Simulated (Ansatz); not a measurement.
# Which is lower?

The two ends of one reaction step of SiNH₆F, closed shell (PBE0-D4/def2-TZVP).

A:

Si1  (0.167, -0.774, 0.773)
F2  (1.004, -1.206, -0.528)
H3  (-0.263, -2.035, 1.414)
H4  (1.095, 0.035, 1.594)
N5  (-1.212, 0.155, 0.443)
H6  (1.214, 1.112, -1.929)
H7  (1.209, 1.845, -2.073)
H8  (-2.064, -0.262, 0.107)
H9  (-1.150, 1.129, 0.199)
(Å)

B:

Si1  (0.594, 0.147, 0.708)
F2  (-0.115, -0.818, -2.380)
H3  (1.165, -1.166, 1.091)
H4  (0.985, 1.214, 1.661)
N5  (-1.113, 0.063, 0.655)
H6  (0.446, -0.260, -1.891)
H7  (1.250, 0.506, -0.606)
H8  (-1.558, -0.596, 0.035)
H9  (-1.654, 0.909, 0.728)
(Å)

Program: Ansatz 0.2.0. Basis: def2-TZVPP. Cores are frozen in the correlated methods. B3LYP uses VWN-RPA correlation.

(1) Which structure is lower at CCSD(T), and by how much? (To be estimated.)

No T1 diagnostic of these runs exceeds 0.011.

## Answers

(1) By the calculation: A, by 126.0 kJ/mol (electronic energy, against the other). By their contacts, A is a complex of SiNH₄F ([NH2][SiH2][F]) + H₂ and B is a complex of SiNH₅ ([NH2][SiH3]) + HF.

All methods give the same order:

```json
{"method": "SPW92", "E(B) − E(A) (kJ/mol)": "109.0"}
{"method": "PBE-D4", "E(B) − E(A) (kJ/mol)": "115.9"}
{"method": "BLYP-D4", "E(B) − E(A) (kJ/mol)": "127.0"}
{"method": "r2SCAN-D4", "E(B) − E(A) (kJ/mol)": "129.5"}
{"method": "B97M-V", "E(B) − E(A) (kJ/mol)": "128.2"}
{"method": "PBE0-D4", "E(B) − E(A) (kJ/mol)": "117.2"}
{"method": "B3LYP-D4", "E(B) − E(A) (kJ/mol)": "127.3"}
{"method": "r2SCAN0-D4", "E(B) − E(A) (kJ/mol)": "127.5"}
{"method": "BHLYP-D4", "E(B) − E(A) (kJ/mol)": "130.4"}
{"method": "CAM-B3LYP-D4", "E(B) − E(A) (kJ/mol)": "129.4"}
{"method": "wB97X-V", "E(B) − E(A) (kJ/mol)": "126.8"}
{"method": "wB97M-V", "E(B) − E(A) (kJ/mol)": "128.3"}
{"method": "B2PLYP", "E(B) − E(A) (kJ/mol)": "130.1"}
{"method": "PBE-QIDH", "E(B) − E(A) (kJ/mol)": "123.7"}
{"method": "RPA on PBE", "E(B) − E(A) (kJ/mol)": "126.0"}
{"method": "HF", "E(B) − E(A) (kJ/mol)": "136.3"}
{"method": "MP2", "E(B) − E(A) (kJ/mol)": "130.9"}
{"method": "CCSD", "E(B) − E(A) (kJ/mol)": "126.2"}
{"method": "CCSD(T)", "E(B) − E(A) (kJ/mol)": "126.0"}
```

Labels in which every atom is bracketed show which atoms are joined, not bond orders.

For scale, one of the runs: CCSD(T)/def2-TZVPP, 188 basis functions, launched by `ansatz run in.yaml --threads 2 --pin off --events-out ev --progress --plain --max-ram 4352MiB`. Time: 35 s of wall clock on 2 CPU threads of an Arm Neoverse V2; the host was shared. Peak host memory: 2 GiB.
